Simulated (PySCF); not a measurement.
C5H6: calculation and literature

Geometry (Å), atoms numbered from 1 in this order:
```xyz
11

C    -2.415    0.380    0.918
C    -1.579   -0.517    0.374
C    -0.200   -0.288    0.106
C     0.980   -0.116   -0.131
C     2.389    0.092   -0.413
H    -2.074    1.380    1.199
H    -3.464    0.132    1.093
H    -1.963   -1.509    0.106
H     3.014   -0.213    0.441
H     2.601    1.153   -0.620
H     2.711   -0.493   -1.289
```

What is known from experiment: δ ¹H H8 5.62; H6 5.39; H7 5.24 ppm (measured; solution, not stated per compound (mostly CDCl3 or CCl4); Pretsch, Buehlmann, Badertscher, Structure Determination of Organic Compounds, 4th ed. (2009)). Coupling constants: ³J(H8,H7) (cis) 11.1 Hz, ³J(H8,H6) (trans) 17.0 Hz, ²J(H6,H7) 2.3 Hz.

Calculated, not measured (PySCF 2.14): GIAO PBE0/pcSseg-1 shieldings, PBE0-D3(BJ)/def2-SVP geometry, B3LYP/pcJ-1 coupling constants (without the spin–dipole term). One averaged value for each set of equivalent atoms, a single conformation, relativity neglected, no solvent.

Q: How close does the calculation come?

A: 
Reference values: measured (solution, not stated per compound (mostly CDCl3 or CCl4); Pretsch, Buehlmann, Badertscher, Structure Determination of Organic Compounds, 4th ed. (2009)).
| atoms | quantity | reference | computed | computed, scaled |
| --- | --- | --- | --- | --- |
| H8 | δ ¹H | 5.62 | 5.88 | 5.79 |
| H6 | δ ¹H | 5.39 | 5.82 | 5.73 |
| H7 | δ ¹H | 5.24 | 5.64 | 5.56 |

Computed shifts are σ(ref) − σ with the named reference compound (TMS for H and C) calculated as an isolated molecule at the same level. The measured values may be among those fitted. Empirical linear scaling, fitted to shifts measured mostly in CDCl3 for H and C (δ vs TMS): ¹H (scatter 0.21 ppm rms). A few per cent of atoms miss by over 2 rms, more outside the fitted compound classes.

Coupling constants in Hz:
| coupling | reference | computed | source |
| --- | --- | --- | --- |
| ³J(H8,H7) cis | 11.1 | 12.7 | measured; solution (compiled); Pretsch, Buehlmann, Badertscher, Structure Determination of Organic Compounds, 4th ed., Springer 2009 |
| ³J(H8,H6) trans | 17.0 | 18.9 | measured; solution (compiled); Pretsch, Buehlmann, Badertscher, Structure Determination of Organic Compounds, 4th ed., Springer 2009 |
| ²J(H6,H7) | 2.3 | 2.6 | measured; solution (compiled); Pretsch, Buehlmann, Badertscher, Structure Determination of Organic Compounds, 4th ed., Springer 2009 |

Q: How far are the unscaled ¹H shifts from the references?

A: Mean signed difference +0.36 ppm, mean absolute 0.36 ppm over 3 comparisons; the largest is +0.43 ppm at H6 (hydrogen on a terminal =CH2 carbon).

Unscaled 3J(H,H) at this level run about 9 % above measured values.
